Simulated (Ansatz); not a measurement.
Cost and result for the atomization energy of `CC=C(C)C` (15 atoms, 14 bonds).

```xyz
15

C    -2.002   -0.083   -0.656
C    -0.954    0.083    0.391
C     0.371    0.037    0.246
C     1.277    0.227    1.423
C     1.081   -0.199   -1.049
H    -2.662   -0.923   -0.416
H    -2.640    0.806   -0.711
H    -1.591   -0.258   -1.650
H    -1.332    0.263    1.396
H     1.919   -0.649    1.569
H     1.948    1.080    1.268
H     0.716    0.397    2.343
H     1.745    0.641   -1.281
H     1.719   -1.087   -0.980
H     0.406   -0.336   -1.893
```

The species carries charge 0 and has multiplicity 1. Geometry: relaxed with PBE0-D4/def2-TZVP. Program: Ansatz. All runs use 4 threads of an Arm Neoverse V1 on a shared host. Times are those of one run each, without the atoms' runs, and a repeat can differ threefold. Electronic energies, without spin–orbit coupling; frozen cores. CCSD(T)/CBS adds CCSD(T) − MP2 in def2-TZVPP to the MP2 limit, and its time is that of the two runs behind it. T1 = 0.010. B3LYP takes the VWN-RPA correlation (the form of Gaussian; ORCA's B3LYP/G).

CCSD(T)/CBS is a level of theory with its own doubt, some kJ/mol a heavy atom from the limit and from the frozen cores, so smaller differences don't rank the functionals.

```json
{"level": "LDA (SPW92)/def2-TZVPP", "functions": "295", "wall time": "1.4 s"}
{"level": "PBE-D4/def2-TZVPP (with forces)", "functions": "295", "wall time": "3.1 s"}
{"level": "CAM-B3LYP-D4/def2-TZVPP", "functions": "295", "wall time": "3.7 s"}
{"level": "r2SCAN-D4/def2-TZVPP (with forces)", "functions": "295", "wall time": "5.5 s"}
{"level": "B3LYP-D4/def2-TZVPP (with forces)", "functions": "295", "wall time": "5.5 s"}
{"level": "B2PLYP/def2-TZVPP", "functions": "295", "wall time": "6.5 s"}
{"level": "PBE-QIDH/def2-TZVPP", "functions": "295", "wall time": "7 s"}
{"level": "CCSD(T)/def2-SVP", "functions": "120", "wall time": "8.5 s"}
{"level": "B97M-V/def2-TZVPP", "functions": "295", "wall time": "10 s"}
{"level": "ωB97M-V/def2-TZVPP (with forces)", "functions": "295", "wall time": "13 s"}
{"level": "MP2/def2-QZVPP", "functions": "585", "wall time": "45 s"}
{"level": "CCSD(T)/def2-TZVPP", "functions": "295", "wall time": "13 min"}
{"level": "CCSD(T)/CBS(def2)", "functions": "–", "wall time": "13 min"}
```

(1) What atomization energy does each give, and how far from CCSD(T)/CBS? (Estimate.)

Results:

(1) Ansatz gave: 
```
                             level  atomization (kJ/mol)  difference from CCSD(T)/CBS  per bond
            LDA (SPW92)/def2-TZVPP                6884.9                        808.0      57.7
   PBE-D4/def2-TZVPP (with forces)                6202.4                        125.5       9.0
           CAM-B3LYP-D4/def2-TZVPP                6113.2                         36.3       2.6
r2SCAN-D4/def2-TZVPP (with forces)                6098.2                         21.3       1.5
 B3LYP-D4/def2-TZVPP (with forces)                6095.4                         18.5       1.3
                 B2PLYP/def2-TZVPP                6033.6                        -43.3      -3.1
               PBE-QIDH/def2-TZVPP                6080.6                          3.7       0.3
                  CCSD(T)/def2-SVP                5866.7                       -210.2     -15.0
                 B97M-V/def2-TZVPP                6097.7                         20.8       1.5
  ωB97M-V/def2-TZVPP (with forces)                6095.2                         18.3       1.3
                    MP2/def2-QZVPP                6082.9                          6.0       0.4
                CCSD(T)/def2-TZVPP                5953.9                       -123.0      -8.8
                 CCSD(T)/CBS(def2)                6076.9                          0.0       0.0
```

From BLYP to BHLYP (50 % exact exchange), in def2-TZVPP and without D4, the atomization energy moves by −73.7 kJ/mol: exact exchange takes away binding that semilocal exchange gives to molecules. Leaving LDA and LC-ωPBE aside and taking each functional with its dispersion term where it has one, the values, not all of them listed here, spread over 242.4 kJ/mol, from BHLYP-D4 to PBE-D4. LDA lies +709.0 kJ/mol from PBE without D4, its usual overbinding. In def2-TZVPP, CCSD(T) changes the Hartree–Fock value by +1332.0 kJ/mol (the triples alone add +72.8 kJ/mol) and MP2 by +1388.9 kJ/mol; breaking electron pairs costs correlation energy, which Hartree–Fock lacks.
